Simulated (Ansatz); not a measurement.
Calculation: frozen-core CCSD(T)/def2-TZVPP // CAM-B3LYP-D3(BJ)/def2-TZVP run with Ansatz (an electronic-structure program).

Ansatz 0.2 input:
```yaml
crystal:
  periodic: [false, false, false]
  atoms:
    - { symbol: C, position_ang: [-0.026746, 0.353999, 0.0] }
    - { symbol: O, position_ang: [1.026573, -0.148393, -0.000003] }
    - { symbol: H, position_ang: [-0.999827, -0.205606, 0.000004] }
basis:
  gaussian: { orbitals: def2-TZVPP }
correlation:
  method: ccsd_t
magnetization:
  spin_polarized: true
  initial_magnetization: 1
```

Output:

```
Functional definition: HF
479 factors; integrals over basis functions are off by at most 1.5e-3 eV
mean field evaluation 1: about -3081.3607 eV, gradient 2.0e1 eV
mean field evaluation 2: about -3081.3633 eV, gradient 2.0e1 eV
mean field evaluation 4: about -3082.9602 eV, gradient 2.2e0 eV
mean field evaluation 8: about -3083.0163 eV, gradient 4.6e-2 eV
mean field evaluation 16: about -3082.9568 eV, gradient 2.2e0 eV
mean field evaluation 32: about -3080.3212 eV, gradient 2.7e0 eV
mean field -3083.01632118 eV, -113.2987600600 hartree, gradient 1.8e-6 eV, S^2 0.765096; 0 other end points of the search recorded, 0 dependent functions left out
2 core orbitals not correlated
reference -3083.01632118 eV, -113.2987600600 hartree; 6, 5 occupied and 68, 69 virtual orbitals, 479 factors
second order -9.92689862 eV of doubles, -0.00000000 eV of singles
cycle   1  -9.72007613 eV  change    2.1e-1 eV  update   9.3e-2
cycle   2  -10.04620812 eV  change   -3.3e-1 eV  update   3.0e-2
cycle   3  -10.14036175 eV  change   -9.4e-2 eV  update   1.8e-2
cycle   4  -10.13085596 eV  change    9.5e-3 eV  update   5.4e-3
cycle   5  -10.13135865 eV  change   -5.0e-4 eV  update   2.8e-3
cycle   6  -10.13184644 eV  change   -4.9e-4 eV  update   1.1e-3
cycle   7  -10.13184961 eV  change   -3.2e-6 eV  update   4.3e-4
cycle   8  -10.13198892 eV  change   -1.4e-4 eV  update   1.6e-4
cycle   9  -10.13195482 eV  change    3.4e-5 eV  update   4.7e-5
cycle  10  -10.13193771 eV  change    1.7e-5 eV  update   1.6e-5
cycle  11  -10.13195106 eV  change   -1.3e-5 eV  update   6.6e-6
cycle  12  -10.13194888 eV  change    2.2e-6 eV  update   2.9e-6
perturbative correction -0.45065686 eV, -0.0165613340 hartree
Total energy: -3093.59892692 eV, -113.6876636475 hartree
```

Cost: roughly 4 core-seconds.
